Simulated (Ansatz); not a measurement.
# quartet SiNH4: levels of theory compared

Aim: a comparison of 6 runs (UB3LYP/6-31G*, U-r2SCAN/def2-TZVP, U-wB97X/def2-TZVP, UPBE0/def2-TZVP, USVWN5/def2-TZVP, RPA@PBE0/def2-TZVP) of quartet SiNH4. 

Program for the calculation: Ansatz 0.2.0.

43 further runs of the same task are left out: 43 set aside as unsound or not needed.

### Step 1. Starting point

SiNH4 has 6 atoms, charge 0, and is taken as a quartet. As SMILES of the parent species, `[NH][SiH3]`. The coordinates come from a PBE0-D4/def2-TZVP relaxation. That shape belongs to the parent species and isn't relaxed for this state.

Bond lengths: N1–Si2 1.753 Å, N1–H3 1.023 Å, Si2–H4 1.491 Å, Si2–H5 1.491 Å, Si2–H6 1.481 Å. Angles: N1–Si2–H4 110.8°, N1–Si2–H5 109.1°, N1–Si2–H6 109.3°, Si2–N1–H3 111.9°, H4–Si2–H5 108.6°, H4–Si2–H6 109.5°, H5–Si2–H6 109.5°.

### Step 2. The energy at UB3LYP/6-31G(d) (spherical functions) (run 1)

Input file input.yaml:

```yaml
basis:
  gaussian: {orbitals: 6-31G_st_-spherical.json}
crystal:
  periodic: [false, false, false]
  atoms:
    - {symbol: N, position_ang: [0.592100, -0.835200, 0.909500]}
    - {symbol: Si, position_ang: [-0.203700, 0.347600, -0.110000]}
    - {symbol: H, position_ang: [0.922800, -1.640700, 0.372700]}
    - {symbol: H, position_ang: [-1.310600, -0.282300, -0.885500]}
    - {symbol: H, position_ang: [0.789500, 0.911800, -1.068900]}
    - {symbol: H, position_ang: [-0.748100, 1.434800, 0.736200]}
magnetization: {spin_polarized: true, initial_magnetization: 3}
hamiltonian: {xc: {name: B3LYP}}
accuracy: high
output: {orbitals: {seedname: orbitals}}
```

The basis set 6-31G* is read from a file made from the Basis Set Exchange's data (not shown).

Command:

```sh
ansatz run input.yaml --threads 1 --pin off --max-ram 3480MiB --events-out events.jsonl --progress --plain --runs-dir runs
```

The log of the run:

```text
Warning: RAYON_NUM_THREADS=1 ignored (pool sized by the plan → 1); use --threads N
Functional definition: B3LYP
  name "B3LYP"
  parameter a0 = 0.2
  parameter ax = 0.72
  parameter ac = 0.81
  exchange = (1 - a0 - ax)*slater_x + ax*b88_x + a0*exact_x
  correlation = (1 - ac)*vwn_rpa_c + ac*lyp_c
884 factors; integrals over basis functions are off by at most 3.6e-9 eV
mean field evaluation 1: about -9422.3136 eV, gradient 1.9e1 eV
mean field evaluation 2: about -9419.7712 eV, gradient 2.9e1 eV
mean field evaluation 4: about -9424.1324 eV, gradient 3.5e0 eV
mean field evaluation 8: about -9424.3722 eV, gradient 2.1e-1 eV
mean field evaluation 16: about -9424.3734 eV, gradient 7.8e-4 eV
mean field -9424.37343403 eV, -346.3393356308 hartree, gradient 3.1e-8 eV, S^2 3.758033; 0 other end points of the search recorded, 0 dependent functions left out
reference -9424.37347042 eV, -346.3393369682 hartree; 14, 11 occupied and 26, 29 virtual orbitals, 884 factors
Total energy: -9424.37347042 eV, -346.3393369682 hartree
```

It took 5.1 s on 1 thread of Arm Neoverse V2, shared host; peak memory 0.15 GiB.

### Step 3. A single-point energy at U-r2SCAN/def2-TZVP (run 2)

Input file molecule.yaml:

```yaml
crystal:
  periodic: [false, false, false]
  atoms:
    - {symbol: "N", position_ang: [0.592100, -0.835200, 0.909500]}
    - {symbol: Si, position_ang: [-0.203700, 0.347600, -0.110000]}
    - {symbol: H, position_ang: [0.922800, -1.640700, 0.372700]}
    - {symbol: H, position_ang: [-1.310600, -0.282300, -0.885500]}
    - {symbol: H, position_ang: [0.789500, 0.911800, -1.068900]}
    - {symbol: H, position_ang: [-0.748100, 1.434800, 0.736200]}
basis:
  gaussian:
    orbitals: def2-TZVP
output: {orbitals: {seedname: orbitals}}
hamiltonian:
  xc: {name: r2SCAN}
accuracy: high
magnetization:
  spin_polarized: true
  initial_magnetization: 3
total_charge: 0
```

Command:

```sh
ansatz run molecule.yaml --threads 1 --pin off --max-ram 3480MiB --events-out events.jsonl --progress --plain --runs-dir runs
```

The log of the run:

```text
Warning: RAYON_NUM_THREADS=1 ignored (pool sized by the plan → 1); use --threads N
Functional definition: r2SCAN
  name "r2SCAN"
  parameter k0 = 0.174
  parameter k1 = 0.065
  parameter a1 = 4.9479
  exchange = r2scan_x(k0 = k0, k1 = k1, a1 = a1)
  correlation = r2scan_c
1669 factors; integrals over basis functions are off by at most 3.6e-9 eV
mean field evaluation 1: about -9420.6801 eV, gradient 2.7e1 eV
mean field evaluation 2: about -9411.7791 eV, gradient 4.7e1 eV
mean field evaluation 4: about -9423.4514 eV, gradient 9.3e0 eV
mean field evaluation 8: about -9424.1055 eV, gradient 4.0e-1 eV
mean field evaluation 16: about -9424.1070 eV, gradient 1.3e-3 eV
mean field evaluation 32: about -9422.4820 eV, gradient 2.7e0 eV
mean field -9424.10695914 eV, -346.3295428593 hartree, gradient 5.6e-8 eV, S^2 3.763754; 3 other end points of the search recorded, 0 dependent functions left out
reference -9424.10696212 eV, -346.3295429688 hartree; 14, 11 occupied and 78, 81 virtual orbitals, 1669 factors
Total energy: -9424.10696212 eV, -346.3295429688 hartree
```

Run time: 13 s. Hardware: 1 thread of Arm Neoverse V2, shared host; peak memory 0.32 GiB.

Runs 3 to 5 aren't shown in full; the table further down has their settings and results.

### Step 4. A single-point energy at RPA@PBE0/def2-TZVP (run 6)

Input file job.yaml:

```yaml
crystal:
  periodic: [false, false, false]
  atoms:
    - {symbol: N, position_ang: [0.592100, -0.835200, 0.909500]}
    - {symbol: Si, position_ang: [-0.203700, 0.347600, -0.110000]}
    - {symbol: H, position_ang: [0.922800, -1.640700, 0.372700]}
    - {symbol: H, position_ang: [-1.310600, -0.282300, -0.885500]}
    - {symbol: H, position_ang: [0.789500, 0.911800, -1.068900]}
    - {symbol: H, position_ang: [-0.748100, 1.434800, 0.736200]}
basis:
  gaussian: {orbitals: def2-TZVP}
magnetization: {spin_polarized: true, initial_magnetization: 3}
hamiltonian: {xc: pbe0}
correlation: {method: rpa, frozen_orbitals: {H: 0, "N": 1, Si: 5}}
accuracy: high
```

Command:

```sh
ansatz run job.yaml --threads 1 --pin off --max-ram 3480MiB --events-out events.jsonl --progress --plain --runs-dir runs
```

The log of the run, cut to the lines that bear on the results:

```text
Warning: RAYON_NUM_THREADS=1 ignored (pool sized by the plan → 1); use --threads N
Functional definition: PBE0
  name "PBE0"
[...]
1669 factors; integrals over basis functions are off by at most 3.6e-9 eV
[...]
mean field -9420.39246622 eV, -346.1930377621 hartree, gradient 4.5e-8 eV, S^2 3.761032; 2 other end points of the search recorded, 0 dependent functions left out
6 core orbitals not correlated: weight in the atoms' cores, before any rotation towards them, 1.000 or more for the frozen orbitals, at most 0.000 for the correlated occupied ones
reference -9400.18507404 eV, -345.4504297965 hartree; 8, 5 occupied and 78, 81 virtual orbitals, 1669 factors
Total energy: -9413.59884708 eV, -345.9433768635 hartree
```

Wall time 12 s (1 thread of Arm Neoverse V2, shared host); peak memory 0.32 GiB.

### Step 5. Overview of the runs

| run | level | frozen core orbitals | energy (Eh) | HOMO energy (eV) | ⟨S²⟩ | wall time |
| --- | --- | --- | --- | --- | --- | --- |
| 1 | UB3LYP/6-31G* (spherical functions) | – | -346.339337 | -1.61 | 3.758 | 5.1 s |
| 2 | U-r2SCAN/def2-TZVP | – | -346.329543 | -1.80 | 3.764 | 13 s |
| 3 | U-wB97X/def2-TZVP | – | -346.342497 | -3.73 | 3.763 | 50 s |
| 4 | UPBE0/def2-TZVP | – | -346.193038 | -2.29 | 3.761 | 9.9 s |
| 5 | USVWN5/def2-TZVP | – | -344.745936 | -1.75 | 3.756 | 4.2 s |
| 6 | RPA@PBE0/def2-TZVP | 6 | -345.943377 | – | 3.761 | 12 s |

### Step 6. Outcome

```
                                quantity          value
                     run 6: total energy  -345.94338 Eh
 run 6: RPA correlation energy (valence)     -492.9 mEh
run 6: ⟨S²⟩ of the reference determinant          3.761
```

**Reading.** Totals of different functionals can't be ranked against each other. All runs together took 94 s, the longest 50 s.
